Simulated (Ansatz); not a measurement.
**How the polycrystal shear modulus of fluorite CeO2 moves with the method**

No measured value is used here.

Task: Put these levels in order of the polycrystal shear modulus that they give for fluorite CeO2, smallest first: LDA (Ansatz, a program for electronic structure), PBE (Ansatz), PBEsol (Ansatz).

Result: PBE (70.2 GPa), PBEsol (80.1 GPa), LDA (87.6 GPa)

Unless a cell is named, each level is at its own relaxed cell (LDA 12.82, PBE 13.59, PBEsol 13.11 Å³/atom).

Each level is taken at its own relaxed cell. Ansatz's density-functional and Hartree–Fock values are scalar-relativistic unless marked +SOC, with PAW data made under PBE.
